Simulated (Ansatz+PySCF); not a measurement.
# triplet CH₄O: levels of theory in one basis

```yaml
atoms:
  - { symbol: C, position_ang: [0.0003, -1.1423, 0.0000] }
  - { symbol: H, position_ang: [-1.0560, -1.3847, 0.0000] }
  - { symbol: H, position_ang: [0.5202, -1.4074, 0.9124] }
  - { symbol: H, position_ang: [0.5202, -1.4074, -0.9124] }
  - { symbol: H, position_ang: [0.0116, 0.1601, 0.0000] }
  - { symbol: O, position_ang: [0.0003, 1.3616, 0.0000] }
```

Basis set: cc-pVTZ (spherical functions). Left uncorrelated: 2 orbitals. Correlation on ROHF uses semicanonical orbitals with singles. Charge 0, multiplicity 3.

Computed with Ansatz (development build ahead of 0.2.0); each method stands on the lowest determinant of its kind that the runs found.

```tsv
method	E − E(ROHF) (eV)	<S²> of the determinant
ROHF	0.00	2.00
UHF	-0.55	2.05
UHF-MP2	-10.58	2.05
ROHF-CCSD	-11.55	–
UHF-CCSD	-11.57	2.05
ROHF-CCSD(T)	-11.91	–
UHF-CCSD(T)	-11.91	2.05
```

(1) What does ROHF-MP2 give on the same scale?

(2) Is a single determinant a sound starting point here?

Results:

(1) -10.76 eV.

(2) By this sign, yes. Unrestricted orbitals gain 0.55 eV and <S²> is 2.05 against 2.00 for a pure state.
